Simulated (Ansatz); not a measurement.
# N2H4: small, medium and large basis sets

An exercise on one series of results from a longer session: the logs are not shown, and one member is left open.

Computed with Ansatz 0.2.0, Gaussian basis. Level: one geometry, several basis sets.

The runs, in order: PBE0-D4/def2-SVP; ωB97M-V/def2-SVP; PBE0-D4/def2-QZVPP; ωB97M-V/def2-QZVPP; CCSD(T)/cc-pV(D+d)Z; CCSD(T)/cc-pV(T+d)Z; CCSD(T)/cc-pV(Q+d)Z; the functionals' def2-TZVPP values are taken from earlier runs.

### The geometry

An earlier PBE0-D4 in a triple-zeta def2 set relaxation fixed the geometry.

6 atoms, charge 0, spin multiplicity 1.

Atoms are counted from 1 here; the program's logs count them from 0.

Bond lengths: N1–N2 1.415 Å, N1–H3 1.014 Å, N1–H4 1.011 Å, N2–H5 1.014 Å, N2–H6 1.011 Å. Angles: N2–N1–H3 112.7°, N2–N1–H4 108.2°, H3–N1–H4 108.3°, N1–N2–H5 112.7°, N1–N2–H6 108.2°, H5–N2–H6 108.3°.

Set-up of the first run:

Contents of in.yaml:

```yaml
crystal:
  periodic: [false, false, false]
  atoms:
    - {symbol: N, position_ang: [-0.135136, -0.701671, 0.195893]}
    - {symbol: N, position_ang: [0.447303, 0.583792, 0.089889]}
    - {symbol: H, position_ang: [-1.076249, -0.737573, -0.180483]}
    - {symbol: H, position_ang: [0.438670, -1.352206, -0.322739]}
    - {symbol: H, position_ang: [0.103876, 1.104741, -0.709681]}
    - {symbol: H, position_ang: [0.221526, 1.102906, 0.927131]}
basis:
  gaussian: {orbitals: def2-SVP}
hamiltonian: {xc: pbe0, dispersion: d4}
output: {orbitals: {seedname: orbitals}}
```

The run is started by

```
> ansatz run in.yaml --threads 2 --pin off --events-out ev --progress --plain --max-ram 32768MiB --backend cpu
```

Among the steps run: PBE0-D4 in def2-SVP; ωB97M-V in def2-SVP; PBE0-D4 in def2-QZVPP; ωB97M-V in def2-QZVPP.

One of the session's tables, all rows but one given; the rest of the session is left out.

It belongs to the step «Density functionals: the series». 

| functional | basis | HOMO (eV) | LUMO (eV) |
| --- | --- | --- | --- |
| PBE0-D4 | def2-SVP | -6.76 | 1.88 |
| PBE0-D4 | def2-TZVPP | -7.13 | 1.02 |
| PBE0-D4 | def2-QZVPP | -7.21 | 0.67 |
| ωB97M-V | def2-SVP | -9.22 | 3.51 |
| ωB97M-V | def2-TZVPP | ? | ? |
| ωB97M-V | def2-QZVPP | -9.67 | 1.90 |

Estimate the missing values for ωB97M-V, def2-TZVPP.

As computed: HOMO (eV): -9.59; LUMO (eV): 2.39. In the column «HOMO (eV)» it lies between ωB97M-V, def2-QZVPP (-9.67) and ωB97M-V, def2-SVP (-9.22).
